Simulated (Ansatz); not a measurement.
**Vanadium, bcc under LDA: convergence with the cold (Marzari-Vanderbilt) smearing**

A convergence test of the cold (Marzari-Vanderbilt) smearing width. The geometry was relaxed under LDA beforehand and stays fixed; 7 values are run, from 0.01 to 1.0 eV. Wanted are the values from which on the energy stays within 10 and 1 meV/atom, and the pressure within 0.5 GPa, of the narrowest run. Within the series other settings stay, but some runs also write fields, which adds to their time. Spin polarisation is left out.

Program: Ansatz 0.2.0. Level of theory: DFT LDA, plane waves with PAW, scalar-relativistic. These are calculated values, not measurements.

### 1 Starting point

The structure is cubic, space group Im-3m (No. 229). Conventional cell: a = 2.927 Å, b = 2.927 Å, c = 2.927 Å, α = 90.00°, β = 90.00°, γ = 90.00°. Around V (site symmetry m-3m) lie 8 V at 2.54 Å.

Coordinates:

```cif
data_structure
_symmetry_space_group_name_H-M 'Im-3m'
_symmetry_Int_Tables_number 229
_cell_length_a 2.9273
_cell_length_b 2.9273
_cell_length_c 2.9273
_cell_angle_alpha 90.000
_cell_angle_beta 90.000
_cell_angle_gamma 90.000
_cell_volume 25.08
loop_
_atom_site_label
_atom_site_type_symbol
_atom_site_symmetry_multiplicity
_atom_site_Wyckoff_symbol
_atom_site_fract_x
_atom_site_fract_y
_atom_site_fract_z
_atom_site_occupancy
V1 V 2 a 0.00000 0.00000 0.00000 1
```

### 2 With a width of 0.01 eV

The run at 0.01 eV.

Input file input.yaml:

```yaml
crystal:
  lattice:
    - [-1.4636513664, 1.4636513664, 1.4636513664]
    - [1.4636513664, -1.4636513664, 1.4636513664]
    - [1.4636513664, 1.4636513664, -1.4636513664]
  atoms:
    - { symbol: V, position: [0.0, 0.0, 0.0] }
hamiltonian:
  xc: lda
  pseudopotentials:
    kind: paw
    azcp:
      V: "pseudopotentials/V.paw.azcp"
basis:
  ecutwfc: 420
  fft_grid_basis: typed
kpoints:
  mp_grid: { grid: [15, 15, 15], shift: [0, 0, 0] }
magnetization:
  spin_polarized: false
scf:
  occupations: { method: cold, width: 0.01 }
  lower_state_search: "off"
output:
  stress: true
```

Started as:

```sh
$ ansatz run input.yaml --threads 2 --pin off --max-ram 5120MiB --backend cpu --events-out ev --progress --plain --runs-dir out
```

### 3 With a width of 0.03 eV

The run at 0.03 eV.

Edit input.yaml of step 2 so:

```diff
@@ -21,3 +21,3 @@
 scf:
-  occupations: { method: cold, width: 0.01 }
+  occupations: { method: cold, width: 0.03 }
   lower_state_search: "off"
@@ -25 +25,5 @@
   stress: true
+  write_density: true
+  write_potential: true
+  elf: true
+  volumetric_format: npy
```

### 4 With a width of 0.1 eV

The run at 0.1 eV.

Edit input.yaml of step 3 so:

```diff
@@ -21,3 +21,3 @@
 scf:
-  occupations: { method: cold, width: 0.03 }
+  occupations: { method: cold, width: 0.1 }
   lower_state_search: "off"
```

### 5 With a width of 0.2 eV

The run at 0.2 eV.

Edit input.yaml of step 4 so:

```diff
@@ -21,3 +21,3 @@
 scf:
-  occupations: { method: cold, width: 0.1 }
+  occupations: { method: cold, width: 0.2 }
   lower_state_search: "off"
@@ -25,5 +25 @@
   stress: true
-  write_density: true
-  write_potential: true
-  elf: true
-  volumetric_format: npy
```

### 6 With a width of 0.3 eV

The run at 0.3 eV.

Edit input.yaml of step 5 so:

```diff
@@ -21,3 +21,3 @@
 scf:
-  occupations: { method: cold, width: 0.2 }
+  occupations: { method: cold, width: 0.3 }
   lower_state_search: "off"
@@ -25 +25,5 @@
   stress: true
+  write_density: true
+  write_potential: true
+  elf: true
+  volumetric_format: npy
```

### 7 With a width of 0.6 eV

The run at 0.6 eV.

Edit input.yaml of step 6 so:

```diff
@@ -21,3 +21,3 @@
 scf:
-  occupations: { method: cold, width: 0.3 }
+  occupations: { method: cold, width: 0.6 }
   lower_state_search: "off"
@@ -25,5 +25 @@
   stress: true
-  write_density: true
-  write_potential: true
-  elf: true
-  volumetric_format: npy
```

### 8 With a width of 1.0 eV

The run at 1.0 eV.

Edit input.yaml of step 7 so:

```diff
@@ -21,3 +21,3 @@
 scf:
-  occupations: { method: cold, width: 0.6 }
+  occupations: { method: cold, width: 1.0 }
   lower_state_search: "off"
@@ -25 +25,5 @@
   stress: true
+  write_density: true
+  write_potential: true
+  elf: true
+  volumetric_format: npy
```

(Steps that only read results are left out.)

Before running it: what results should come out?

As calculated:

| quantity | value |
| --- | --- |
| E(σ → 0) stays within 10 meV/atom of 0.01 eV | up to 0.6 eV |
| E(σ → 0) stays within 1 meV/atom | up to 0.1 eV |
| pressure stays within 0.5 GPa | up to 1.0 eV |
| pressure at 0.01 eV | -0.51 GPa |
| energy of a separate run on a finer mesh (25×25×25) | +3.9 meV/atom from 0.01 eV |

At 1.0 eV the energy differs by +19.3 meV/atom and the pressure by -0.2 GPa. The free energy F moves by +30.5 meV/atom over the range, and the estimate for σ → 0 by +19.3. This scheme cancels the term in the square of the width, so F moves little up to 0.2 eV. The mesh (15×15×15) is fixed, so the narrowest widths carry a k-point error of their own. The yardstick itself is unsettled by 3.9 meV/atom against the finer mesh, so the thresholds above hold only within this series, and wider smearing, which averages over more states, can land nearer the fine-mesh value than the narrowest does. The cell taken over is 9 % smaller than the measured one (13.83 Å³/atom, COD), which weighs on all values here.
